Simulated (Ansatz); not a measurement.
Born–Oppenheimer molecular dynamics of C$_{3}$H$_{4}$ClFO (10 atoms, charge 0, multiplicity 1). It starts from a relaxed structure.

Method: RKS PBE0-D4/STO-3G (Ansatz).

```
ensemble        : NVT, Langevin thermostat
time step       : 1 fs
steps asked     : 326
set temperature : 50 K
friction        : 0.01 /fs
seed            : 998450
```

Frames 1 fs apart, positions in Å, forces in eV/Å.

Velocities at 170.0 fs (Å/ps):

```
O 0.57 1.96 -3.09
C 0.70 0.71 -0.32
C 1.46 0.52 1.49
F -0.93 0.56 -0.64
C -0.42 -0.31 -3.05
Cl 1.06 0.32 0.34
H -3.73 11.93 -1.16
H 4.24 3.64 -1.59
H -7.97 0.96 2.56
H 10.90 1.88 3.89
```

```xyz
10
Properties=species:S:1:pos:R:3:forces:R:3 time_fs=170.0 energy_less_start_eV=0.038 T=35
O -0.855 -1.733 0.457 -0.07 0.07 0.34
C 0.179 -0.736 0.693 0.57 -0.65 -0.38
C 0.276 0.241 -0.494 -0.19 -0.25 0.37
F 0.641 -0.351 -1.660 0.04 0.04 -0.17
C -0.082 1.526 -0.382 0.08 0.31 -0.88
Cl -0.108 2.572 -1.834 0.02 0.09 0.20
H -0.507 -2.167 -0.394 0.03 -0.16 -0.26
H -0.069 -0.209 1.617 -0.20 0.35 0.34
H 1.188 -1.197 0.824 -0.13 -0.05 0.10
H -0.381 1.992 0.549 -0.16 0.24 0.35
10
Properties=species:S:1:pos:R:3:forces:R:3 time_fs=171.0 energy_less_start_eV=0.036 T=39
O -0.855 -1.731 0.454 -0.19 0.17 0.54
C 0.180 -0.736 0.693 0.33 -0.46 -0.27
C 0.278 0.242 -0.492 -0.15 -0.30 0.22
F 0.640 -0.350 -1.661 0.03 0.04 -0.13
C -0.082 1.526 -0.385 0.03 0.43 -0.54
Cl -0.107 2.572 -1.834 0.02 0.12 0.14
H -0.510 -2.156 -0.397 0.11 -0.27 -0.46
H -0.065 -0.204 1.617 -0.20 0.28 0.26
H 1.180 -1.197 0.826 0.14 -0.16 0.11
H -0.370 1.995 0.554 -0.11 0.15 0.12
10
Properties=species:S:1:pos:R:3:forces:R:3 time_fs=172.0 energy_less_start_eV=0.034 T=43
O -0.854 -1.729 0.451 -0.20 0.10 0.45
C 0.181 -0.736 0.692 0.10 -0.18 -0.02
C 0.279 0.243 -0.490 -0.12 -0.34 0.06
F 0.639 -0.350 -1.662 0.01 0.05 -0.08
C -0.082 1.526 -0.389 -0.02 0.55 -0.14
Cl -0.106 2.572 -1.833 0.02 0.16 0.07
H -0.510 -2.149 -0.405 0.06 -0.23 -0.37
H -0.064 -0.195 1.619 -0.16 0.11 0.05
H 1.173 -1.199 0.830 0.36 -0.23 0.12
H -0.359 2.000 0.560 -0.06 0.02 -0.15
10
Properties=species:S:1:pos:R:3:forces:R:3 time_fs=173.0 energy_less_start_eV=0.034 T=43
O -0.854 -1.726 0.448 -0.12 -0.07 0.14
C 0.182 -0.736 0.691 0.02 0.03 0.28
C 0.281 0.243 -0.488 -0.08 -0.35 -0.12
F 0.638 -0.349 -1.663 0.00 0.06 -0.01
C -0.082 1.527 -0.392 -0.05 0.60 0.21
Cl -0.105 2.573 -1.833 0.01 0.20 -0.01
H -0.509 -2.144 -0.417 -0.06 -0.08 -0.06
H -0.065 -0.185 1.621 -0.11 -0.09 -0.19
H 1.170 -1.203 0.834 0.41 -0.22 0.11
H -0.349 2.005 0.564 -0.02 -0.08 -0.36
10
Properties=species:S:1:pos:R:3:forces:R:3 time_fs=174.0 energy_less_start_eV=0.037 T=39
O -0.854 -1.724 0.445 -0.02 -0.23 -0.18
C 0.183 -0.736 0.690 0.14 0.09 0.53
C 0.283 0.244 -0.486 -0.04 -0.34 -0.31
F 0.637 -0.348 -1.664 -0.02 0.07 0.06
C -0.081 1.528 -0.396 -0.03 0.56 0.42
Cl -0.104 2.573 -1.832 0.01 0.23 -0.09
H -0.509 -2.141 -0.430 -0.18 0.09 0.28
H -0.065 -0.175 1.621 -0.07 -0.25 -0.36
H 1.173 -1.210 0.840 0.24 -0.11 0.07
H -0.339 2.009 0.564 -0.03 -0.11 -0.43
10
Properties=species:S:1:pos:R:3:forces:R:3 time_fs=175.0 energy_less_start_eV=0.039 T=38
O -0.855 -1.723 0.443 0.02 -0.29 -0.32
C 0.184 -0.735 0.690 0.37 -0.03 0.62
C 0.285 0.244 -0.484 -0.01 -0.31 -0.47
F 0.636 -0.347 -1.666 -0.04 0.08 0.13
C -0.081 1.529 -0.398 0.05 0.43 0.43
Cl -0.102 2.573 -1.831 0.01 0.27 -0.16
H -0.511 -2.136 -0.439 -0.23 0.17 0.44
H -0.065 -0.167 1.617 -0.06 -0.32 -0.36
H 1.178 -1.218 0.847 -0.04 0.06 0.02
H -0.328 2.011 0.560 -0.08 -0.06 -0.32
10
Properties=species:S:1:pos:R:3:forces:R:3 time_fs=176.0 energy_less_start_eV=0.040 T=40
O -0.855 -1.721 0.440 0.00 -0.23 -0.24
C 0.185 -0.734 0.690 0.58 -0.26 0.52
C 0.286 0.244 -0.483 0.02 -0.28 -0.62
F 0.634 -0.346 -1.668 -0.06 0.09 0.20
C -0.081 1.530 -0.400 0.14 0.23 0.32
Cl -0.101 2.573 -1.831 0.00 0.30 -0.22
H -0.516 -2.129 -0.444 -0.19 0.15 0.38
H -0.068 -0.162 1.609 -0.08 -0.28 -0.20
H 1.183 -1.226 0.853 -0.28 0.23 -0.03
H -0.318 2.012 0.554 -0.15 0.05 -0.11
10
Properties=species:S:1:pos:R:3:forces:R:3 time_fs=177.0 energy_less_start_eV=0.043 T=38
O -0.855 -1.719 0.437 -0.07 -0.09 0.00
C 0.187 -0.733 0.691 0.67 -0.49 0.29
C 0.288 0.244 -0.482 0.04 -0.25 -0.72
F 0.633 -0.345 -1.669 -0.06 0.10 0.25
C -0.080 1.531 -0.402 0.22 0.07 0.24
Cl -0.100 2.574 -1.830 0.00 0.33 -0.29
H -0.522 -2.120 -0.446 -0.09 0.04 0.15
H -0.072 -0.161 1.600 -0.10 -0.16 0.06
H 1.185 -1.232 0.858 -0.40 0.33 -0.05
H -0.310 2.015 0.547 -0.21 0.13 0.08
10
Properties=species:S:1:pos:R:3:forces:R:3 time_fs=178.0 energy_less_start_eV=0.046 T=33
O -0.855 -1.717 0.434 -0.15 0.08 0.32
C 0.190 -0.732 0.692 0.58 -0.65 0.02
C 0.290 0.244 -0.482 0.05 -0.22 -0.75
F 0.632 -0.343 -1.671 -0.06 0.09 0.26
C -0.080 1.532 -0.404 0.27 -0.04 0.18
Cl -0.099 2.574 -1.829 0.00 0.36 -0.36
H -0.529 -2.111 -0.446 0.04 -0.10 -0.16
H -0.077 -0.161 1.590 -0.12 -0.03 0.31
H 1.184 -1.235 0.863 -0.37 0.35 -0.04
H -0.305 2.018 0.541 -0.24 0.17 0.22
10
Properties=species:S:1:pos:R:3:forces:R:3 time_fs=179.0 energy_less_start_eV=0.049 T=32
O -0.855 -1.715 0.431 -0.20 0.20 0.56
C 0.193 -0.732 0.692 0.29 -0.64 -0.20
C 0.292 0.245 -0.483 0.05 -0.17 -0.71
F 0.631 -0.342 -1.672 -0.05 0.07 0.24
C -0.080 1.532 -0.406 0.30 -0.11 0.21
Cl -0.098 2.574 -1.828 0.00 0.38 -0.43
H -0.535 -2.103 -0.448 0.14 -0.21 -0.41
H -0.084 -0.160 1.582 -0.12 0.05 0.48
H 1.180 -1.235 0.866 -0.16 0.27 0.00
H -0.302 2.024 0.537 -0.24 0.16 0.26
10
Properties=species:S:1:pos:R:3:forces:R:3 time_fs=180.0 energy_less_start_eV=0.049 T=34
O -0.855 -1.713 0.429 -0.19 0.25 0.65
C 0.197 -0.733 0.692 -0.18 -0.43 -0.25
C 0.294 0.245 -0.484 0.04 -0.10 -0.62
F 0.630 -0.341 -1.674 -0.03 0.04 0.19
C -0.079 1.533 -0.407 0.29 -0.12 0.34
Cl -0.097 2.575 -1.828 -0.01 0.41 -0.49
H -0.539 -2.096 -0.451 0.17 -0.26 -0.50
H -0.091 -0.159 1.579 -0.05 0.03 0.45
H 1.173 -1.232 0.870 0.17 0.11 0.06
H -0.303 2.031 0.535 -0.21 0.06 0.17
10
Properties=species:S:1:pos:R:3:forces:R:3 time_fs=181.0 energy_less_start_eV=0.049 T=36
O -0.855 -1.711 0.427 -0.10 0.17 0.49
C 0.201 -0.733 0.692 -0.67 -0.11 -0.12
C 0.296 0.244 -0.486 0.00 0.01 -0.47
F 0.630 -0.340 -1.675 0.00 0.01 0.12
C -0.079 1.534 -0.407 0.26 -0.09 0.51
Cl -0.096 2.576 -1.827 -0.01 0.42 -0.53
H -0.543 -2.090 -0.459 0.12 -0.20 -0.36
H -0.100 -0.157 1.580 0.06 -0.08 0.24
H 1.167 -1.228 0.874 0.48 -0.05 0.11
H -0.305 2.040 0.535 -0.15 -0.07 0.02
```

Of the whole run (326 fs, mean temperature of the second half 47 K): A run of 0.33 ps of so small a system gives no equilibrium averages. Limits of this set-up: minimal basis.

Time of the run: 8.5 min on 1 thread of Arm Neoverse V2 (shared host), peak memory 0.09 GiB.
